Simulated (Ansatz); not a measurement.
The first iterations of a band of CH4BF (7 atoms, charge 0, multiplicity 1).

These are results of RKS r2SCAN-D4/6-31G* (Ansatz), not measurements.

```json
{
 "movable images": "7",
 "climbing image": "yes",
 "spring": "5.0 eV/Å²",
 "optimiser": "quadratic models (default)",
 "start path": "IDPP",
 "force threshold": "0.03 eV/Å",
 "iteration limit": "60",
 "end points": "relaxed"
}
```

Image 0:

```xyz
7
Properties=species:S:1:pos:R:3
B -0.723 0.111 -0.532
C 0.531 -0.078 0.362
F 0.682 -1.349 0.918
H -1.505 -0.772 -0.726
H -0.885 1.190 -1.032
H 0.518 0.666 1.181
H 1.442 0.164 -0.217
```

Image 8:

```xyz
7
Properties=species:S:1:pos:R:3
B -0.722 0.111 -0.533
C 0.531 -0.078 0.363
F 0.688 -1.352 0.909
H -0.892 1.194 -1.021
H -1.497 -0.775 -0.739
H 0.513 0.659 1.188
H 1.441 0.173 -0.214
```

| iteration | highest image above the first end (eV) | largest band force component (eV/Å) |
| --- | --- | --- |
| 1 | 0.519 | 1.807 |
| 2 | 0.360 | 0.687 |
| 3 | 0.313 | 1.026 |

Q: Does the band converge within its limit, and where does its top end?

A: It converged. It ended after 9 iterations with the highest image 0.257 eV above the first end. The profile has 2 maxima (images 3, 5) with wells between them (image 4): this band takes more than one step, which may be the mechanism or a detour left from its start path. A vibrational analysis at the climbing image gives one clearly imaginary mode, 251i cm⁻¹: a first-order saddle point.

Time of the run: 57 s on 1 thread of Intel(R) Xeon(R) 6975P-C (Granite Rapids) (shared host), peak memory 0.12 GiB.
